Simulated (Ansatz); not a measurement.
## CH5BS, SMILES BCS: the energy of protonation at one site, step by step

Computed with Ansatz's Python interface.

Notebook, run cell by cell (the value of a cell's last expression is shown):

```python
import warnings

import ansatz
import numpy as np

warnings.simplefilter("ignore", ansatz.DeckWarning)

geometry_ang = [
    ("B", (-0.5833, 0.5056, -0.706)),
    ("C", (0.5707, 0.173, 0.2463)),
    ("S", (0.6944, -1.6272, 0.3923)),
    ("H", (-1.2202, -0.2797, -1.2226)),
    ("H", (-0.8712, 1.6783, -0.9563)),
    ("H", (0.4009, 0.6393, 1.2464)),
    ("H", (1.5425, 0.5863, -0.171)),
    ("H", (-0.4416, -1.7327, 1.1152)),
]
geometry = ansatz.Crystal.molecule()
for symbol, xyz in geometry_ang:
    geometry = geometry.atom(symbol, xyz)
```

```python
base = geometry.calculation().basis(gaussian="def2-SVP").correlation("mp2")
symbols = [site.symbol for site in geometry.cartesian_sites]
start = np.array([site.position_ang for site in geometry.cartesian_sites], dtype=float)
summary = base.relax(force_tolerance=0.01).run(threads=1).report
end = np.array(summary["positions_ang"])
```

```python
# start the new hydrogen opposite the existing bonds
away = sum((end[2] - end[j]) / np.linalg.norm(end[2] - end[j]) for j in [1, 7]) + np.array([0.15, 0.1, -0.2])
proton = end[2] + 1.4 * away / np.linalg.norm(away)
acid = ansatz.Crystal.molecule()
for symbol, place in zip(symbols, end):
    acid = acid.atom(symbol, place.tolist())
acid = acid.atom("H", proton.tolist())
protonated = (
    acid.calculation()
    .basis(gaussian="def2-SVP")
    .correlation("mp2")
    .charge(1)
    .relax(force_tolerance=0.01, max_steps=80)
)
after = protonated.run(threads=1).report
xyz = np.array(after["positions_ang"])
reach = np.linalg.norm(xyz[:-1] - xyz[-1], axis=1)
print(f"base {summary['free_energy_ev']:.5f} eV, protonated {after['free_energy_ev']:.5f} eV")
print(f"the proton ends {reach.min():.3f} A from {symbols[reach.argmin()]}{reach.argmin()}")
print(f"electronic proton affinity {(summary['free_energy_ev'] - after['free_energy_ev']):.3f} eV")
```

    base -12603.01411 eV, protonated -12611.48588 eV
    the proton ends 1.350 A from S2
    electronic proton affinity 8.472 eV

Total energies depend on the basis set; only differences at equal settings carry meaning. The proton is put on one chosen atom, which needn't be the most basic site, so the molecule's proton affinity can be higher; the ends are stationary points, not checked by frequencies, and zero-point and thermal terms count only where printed. It ran for 49 s on 1 thread of Arm Neoverse V2, on a shared host, peak memory 0.23 GiB.
